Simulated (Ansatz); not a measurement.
**Which is lower?**

Two relaxed structures of Si2H3S, doublet (PBE0-D4/def2-TZVP; forces vanish, vibrations not checked).

A:

```
6
angstrom
Si -0.4438 0.3572 -0.9346
Si 0.3019 -0.2326 1.2661
S 1.0025 1.2984 2.2666
H -0.9562 -0.8433 -1.6428
H -1.5268 1.3627 -0.7890
H 0.7157 0.9248 -1.6685
```

B:

```
atom    x (Å)    y (Å)    z (Å)
 Si1  -0.6397   0.1115  -0.9246
 Si2   0.6551  -0.1945   0.8870
  S3   1.2782   1.2713   2.0217
  H4  -1.1488  -1.0070  -1.7522
  H5  -1.1226   1.4529  -1.3130
  H6   0.9778  -1.6342   1.0811
```

Computed with Ansatz 0.2.0 (basis: def2-TZVPP); correlated methods freeze the cores; orbitals are unrestricted. B3LYP uses VWN-RPA correlation.

(1) Which structure is lower at CCSD(T), and by how much? (Judge from chemistry; the value comes from the calculation.)

The T1 diagnostic stays at or below 0.026. ⟨S²⟩ of the unrestricted Hartree–Fock references: 0.78 to 0.80 (a pure state has 0.75). The unrestricted reference is spin-contaminated, which hurts MP2 most.

Results:

(1) By the calculation: A, by 32.6 kJ/mol (electronic energy, against the other). By their contacts, A is Si₂H₃S ([SiH3][Si][S]) and B is Si₂H₃S ([SiH2][SiH][S]).

All methods give the same order:

```tsv
method	E(B) − E(A) (kJ/mol)
PBE-D4	26.9
r2SCAN-D4	21.5
PBE0-D4	24.0
B3LYP-D4	30.4
wB97M-V	31.7
HF	23.9
MP2	29.0
CCSD	29.1
CCSD(T)	32.6
```

Labels in which every atom is bracketed show which atoms are joined, not bond orders.

For scale, one of the runs: CCSD(T)/def2-TZVPP, 168 basis functions, launched by `ansatz run in.yaml --threads 2 --pin off --events-out ev --progress --plain --max-ram 4352MiB`. The run took 83 s on 2 CPU threads of an Arm Neoverse V1 (shared host), with 2.8 GiB of host memory at its peak.
